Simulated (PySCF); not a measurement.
Computed with PySCF and rigid-rotor harmonic-oscillator thermochemistry at 1 bar. Table values come from the NASA 1993 polynomials. All species are closed-shell singlets. The harmonic model lacks anharmonicity and excited electronic states, which grow with temperature; levels with a mode under 35 cm⁻¹ are left out. Soft modes under 120 cm⁻¹ make the harmonic entropy rough for B2O3. The table's entry may be an old estimate for B2O3 (not checked at source).

Harmonic frequencies at PBE0/def2-TZVP (cm⁻¹): 89, 472, 480, 502, 539, 752, 1263, 2140, 2144. Point group C2v; S°(298 K) = 285.1 J/mol/K at this level.

**Question.** Work out Cp and S° of gaseous B2O3 at 500, 800, 1200, 1600, 2000 K from these, and set them beside the table.

**Answer.** 
```
T (K)  Cp PBE0/def2-TZVP  Cp table  S° PBE0/def2-TZVP  S° table
-----  -----------------  --------  -----------------  --------
500                 79.7      80.4              322.9     321.9
800                 90.8      91.4              363.0     362.3
1200                98.4      98.5              401.4     400.9
1600               102.1     102.3              430.3     429.9
2000               104.0     104.4              453.3     452.9
```
Units J/mol/K.
